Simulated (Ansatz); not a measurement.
Geometry optimisation, Ansatz, RKS PBE0-D4/def2-SVP.

The input (input.yaml):

```yaml
crystal:
  periodic: [false, false, false]
  atoms:
    - { symbol: O, position_ang: [-1.4782, -0.1569, -0.2592] }
    - { symbol: Si, position_ang: [-0.2186, -0.7282, 0.528] }
    - { symbol: O, position_ang: [1.0576, 0.1954, 0.0764] }
    - { symbol: H, position_ang: [-1.2631, 0.6613, -0.8461] }
    - { symbol: H, position_ang: [1.9523, -0.0452, 0.4595] }
basis:
  gaussian: { orbitals: def2-SVP }
hamiltonian:
  xc: pbe0
  dispersion: d4
relax:
  f_tol: 0.015
  max_steps: 40
```

Run as:

```bash
$ ansatz run input.yaml --threads 1 --pin off --max-ram 2048MiB --backend cpu --events-out ev --progress --plain --runs-dir out
```

Where does it end, and by what steps?

The forces met the threshold. After 4 steps the energy has fallen by 0.294 eV; Si2 moved furthest, 0.09 Å.

```tsv
step	energy less start (eV)	largest force component (eV/Å)	accepted
0	0.0000	3.368	yes
1	-0.2292	1.457	yes
2	-0.2931	0.273	yes
3	-0.2944	0.036	yes
4	-0.2944	0.011	yes
```

```xyz
5
Properties=species:S:1:pos:R:3
O -1.455 -0.104 -0.279
Si -0.217 -0.805 0.578
O 1.033 0.191 0.065
H -1.215 0.651 -0.834
H 1.903 -0.006 0.428
```

Run time: 6.4 s on 1 thread of Arm Neoverse V2 (shared host), peak memory 0.11 GiB.
